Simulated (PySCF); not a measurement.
Method: PySCF energies plus ideal-gas RRHO corrections (1 bar). 'Table' is the NASA 1993 thermochemical table (part measured, part estimated). All species are closed-shell singlets. The harmonic model lacks anharmonicity and excited electronic states, which grow with temperature; levels with a mode under 35 cm⁻¹ are left out. The table's entry may be an old estimate for C2HF (not checked at source).

Harmonic frequencies at PBE/def2-SVP (cm⁻¹): 391, 391, 600, 600, 1078, 2269, 3426. Point group C∞v; S°(298 K) = 230.7 J/mol/K at this level.

### Question
Work out Cp and S° of gaseous C2HF at 500, 800, 1200, 1600, 2000 K from these, and set them beside the table.

### Answer
```csv
T (K),Cp PBE/def2-SVP,Cp table,S° PBE/def2-SVP,S° table
500,61.6,62.1,260.0,261.3
800,69.4,69.7,290.8,292.3
1200,75.6,75.8,320.2,321.8
1600,79.4,79.5,342.6,344.2
2000,81.7,82.0,360.5,362.2
```
Units J/mol/K.
